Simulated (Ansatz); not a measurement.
Rhombohedral A7 Sb, treated with rVV10 (plane waves, PAW; Ansatz, a quantum-chemistry and plane-wave program).

Input:

Ansatz 0.2 input:
```yaml
crystal:
  lattice:
    - [4.1244145839, -2.2056069127, 0.0245550682]
    - [4.1244145839, 2.2056069127, 0.0245550682]
    - [2.9233348322, 0.0, 3.6510565489]
  atoms:
    - { symbol: Sb, position: [0.2316667146, 0.2316667146, 0.2316667146] }
    - { symbol: Sb, position: [0.7683332854, 0.7683332854, 0.7683332854] }
basis:
  ecutwfc: 520
  ecutrho_ratio: 4
  xc_grid: 2
kpoints:
  mp_grid: { grid: [16, 16, 16] }
hamiltonian:
  xc: { exchange: rpw86, correlation: pbe }
  dispersion: rvv10
  pseudopotentials: { kind: paw }
scf:
  occupations: { method: fermi_dirac, width: 0.05 }
  convergence: { dr2_threshold: 0.0000000002 }
output:
  forces: true
  stress: true
  eigenvalues: true
```

Excerpt of the program's output:

```
Crystal: 2 atoms, lattice volume = 66.109 Å³
Basis set: ecut = 520 eV, 1779 PW (Γ), exchange–correlation on 72×72×72 points (8 copies of the dense FFT grid, shifted against one another)
Bands: 19, of which v1, the nominal top of the filled ones, is band 15 counted from 1 (14 counted from 0)
Symmetry: 12 space group operations
Space group: R-3m (ITA 166), of the structure as read, at distance tolerance 4.0e-5 Å
k-points: 417 of 4096
Functional: x = rpw86, c = pbe(β = 0.06672455060314922) + rvv10(b = 6.3, C = 0.0093)
SCF iter   1: F=—  HF=-13060.048506 eV  |F-HF|=—  |Δ(HF+E_count)|=         —  Δρ=4.13e-3  dr2=6.61e-3
SCF iter   2: F=—  HF=-13060.044061 eV  |F-HF|=—  |Δ(HF+E_count)|=   4.45e-3  Δρ=2.20e-3  dr2=1.87e-3
  ...
SCF iter   8: F=—  HF=-13060.043342 eV  |F-HF|=—  |Δ(HF+E_count)|=   3.27e-9  Δρ=1.02e-6  dr2=6.80e-10
SCF iter   9: F=-13060.043342 eV  HF=-13060.043342 eV  |F-HF|=3.46e-11  |Δ(HF+E_count)|=  2.56e-10  Δρ=2.49e-7  dr2=9.42e-11
SCF 1 converged in 9 iterations: F = -13060.043342 eV  dr2 = 9.42e-11
SCF converged after 9 iterations
Free energy (F): -13060.043342 eV
Internal energy: -13060.042246 eV  (E = F + TS)
E sigma→0 (E₀):  -13060.042794 eV
Fermi energy:    8.836548 eV
--- Forces (eV/Å), atoms counted from 1 ---
  atom   1  Sb    -0.00047487    -0.00000000    -0.00015727
  atom   2  Sb     0.00047487    -0.00000000     0.00015727
--- Stress (GPa, compression-positive) ---
        0.008184      -0.000000       0.001372
        0.000000       0.004040       0.000000
        0.001372       0.000000       0.004495
  P = ⅓ Tr σ = 0.0056 GPa (0.056 kbar)
```

The PAW data were made under PBE.

Cost on a shared machine: roughly 40 core-seconds.
